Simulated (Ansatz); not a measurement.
Elastic constant C11 (GPa) of 37 elemental metals, computed with PBE (plane waves, PAW; Ansatz, a quantum-chemistry and plane-wave program) and with PBEsol (PAW; Ansatz). The set holds measured phases with no doubt noted on the run or the magnetic state but for the caveats below. 6 more of the class have both values but aren't in it, for one of these reasons: built or high-temperature cells, doubts on the run or the magnetic state, unlike cells, values of zero, layered or molecular crystals. Solids without a value at one level (not run, failed, or a magnetic order lost), or held back for tests, aren't counted.

Every twentieth of the way through the set, in order of the shift (worked out from unrounded values):

| solid | PBE | PBEsol | shift (%) |
|---|---|---|---|
| bcc Li | 15.5 | 15.3 | -1.4 |
| hcp Be | 321 | 326 | +1.3 |
| hcp Zr | 143 | 147 | +2.5 |
| fcc Ca | 22.4 | 23.2 | +3.2 |
| hcp Mg | 64.3 | 67.0 | +4.2 |
| hcp Hf | 180 | 190 | +5.4 |
| hcp Sc | 101 | 107 | +5.8 |
| bcc Rb | 3.07 | 3.26 | +6.3 |
| bcc Cs | 2.18 | 2.32 | +6.4 |
| hcp Re | 608 | 654 | +7.4 |
| hcp Lu | 91.3 | 99.1 | +8.5 |
| fcc Ir | 584 | 646 | +10.5 |
| double-hcp La | 49.6 | 56.2 | +13.4 |
| fcc Rh | 412 | 471 | +14.2 |
| fcc Pt | 306 | 357 | +16.7 |
| fcc Cu | 178 | 211 | +18.8 |
| bcc Fe | 275 | 330 | +19.8 |
| hcp Zn | 177 | 215 | +21 |
| fcc Pd | 199 | 243 | +22 |
| fcc Ag | 111 | 145 | +31 |
| hcp Cd | 83.9 | 127 | +51 |

The shift from PBE to PBEsol has a median of +8.5 %, and eight in ten lie between +2.2 % and +23 %; PBEsol is the larger in 36 of 37. Each level is at its own cell, so the shift holds the change of volume too.

Ansatz's runs of these crystals have no spin polarisation, but for bcc Fe, hcp Co, fcc Ni.

Density-functional runs with spin start from parallel moments for bcc Fe, parallel moments for hcp Co, parallel moments for fcc Ni.

Spin–orbit coupling is left out, also for the solids with elements from indium on (fcc Pt, hcp Os, bcc Ba, white tin (β-Sn), double-hcp La, hcp Tl, fcc Ir, hcp Re, bcc Cs, hcp Hf and 3 more); its size isn't shown.

Each level is taken at its own relaxed cell. Ansatz's density-functional and Hartree–Fock values are scalar-relativistic unless marked +SOC, with PAW data made under PBE.
